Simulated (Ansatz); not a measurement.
# What each rung costs, and what it gives

Saddle point of SiN₂H₈, singlet (SiNH₅ ([NH2][SiH3]) + NH₃ → SiN₂H₆ ([NH2][SiH2][NH2]) + H₂; bonds formed: Si1–N7, H2–H6; bonds broken: Si1–H2, H6–N7), PBE0-D4/def2-TZVP structure:

Si1  (-0.514, -0.322, 0.157)
H2  (-0.215, 1.496, 0.518)
H3  (-0.597, -1.750, -0.335)
H4  (-1.948, 0.058, 0.224)
N5  (0.593, -0.580, 1.427)
H6  (0.081, 1.359, -0.589)
N7  (0.183, 0.462, -1.392)
H8  (0.801, -1.512, 1.744)
H9  (0.847, 0.146, 2.073)
H10  (-0.375, 0.434, -2.238)
H11  (1.144, 0.209, -1.590)
(Å)

Barriers are electronic and count from the start structure reached by relaxing down the imaginary mode.

Program: Ansatz 0.2.0. Basis: as named in each row. Cores are frozen in the correlated methods. B3LYP uses VWN-RPA correlation. Extrapolation: Hartree–Fock as exp(−7.88 √X), correlation as X^−2.97.

Times are rough, for one single point on 4 threads of a shared host (Arm Neoverse V1).

The estimate by CCSD(T) at an estimated basis limit (MP2 extrapolated from triple and quadruple zeta, plus CCSD(T) − MP2 in triple zeta) is 38.52 kcal/mol.

```csv
method,basis,time (s),barrier (kcal/mol),method less estimate
HF,STO-3G,under 1,81.67,43.15
PBE-D4,STO-3G,under 1,38.42,-0.10
SPW92,def2-SVP,under 1,21.34,-17.19
B3LYP-D4,6-31G,under 1,38.41,-0.11
PBE-D4,def2-SVP,under 1,29.85,-8.67
PBE0-D4,def2-SVP,under 1,33.48,-5.04
SPW92,def2-TZVPP,under 1,22.88,-15.64
PBE-D4,def2-TZVPP,1,30.89,-7.63
BLYP-D4,def2-TZVPP,1,35.24,-3.28
BHLYP-D4,def2-TZVPP,1,40.84,2.31
CCSD(T),def2-SVP,2,41.89,3.37
B3LYP-D4,def2-TZVPP,2,37.18,-1.34
PBE0-D4,def2-TZVPP,2,33.68,-4.84
CAM-B3LYP-D4,def2-TZVPP,2,37.63,-0.89
wB97M-V,def2-SVP,3,36.22,-2.30
r2SCAN-D4,def2-TZVPP,3,32.99,-5.53
r2SCAN0-D4,def2-TZVPP,3,35.01,-3.52
RPA on PBE,def2-TZVPP,3,40.19,1.67
B2PLYP,def2-TZVPP,3,39.00,0.48
PBE-QIDH,def2-TZVPP,3,36.54,-1.98
wB97X-V,def2-TZVPP,4,37.97,-0.55
wB97M-V,def2-TZVPP,5,37.20,-1.32
B97M-V,def2-TZVPP,6,34.46,-4.06
MP2,def2-QZVPP,17,37.44,-1.09
CCSD(T),def2-TZVPP,44,39.31,0.79
```

All methods are single points on the PBE0-D4 structures.

T1 diagnostic: at most 0.011.

Labels in which every atom is bracketed show which atoms are joined, not bond orders.
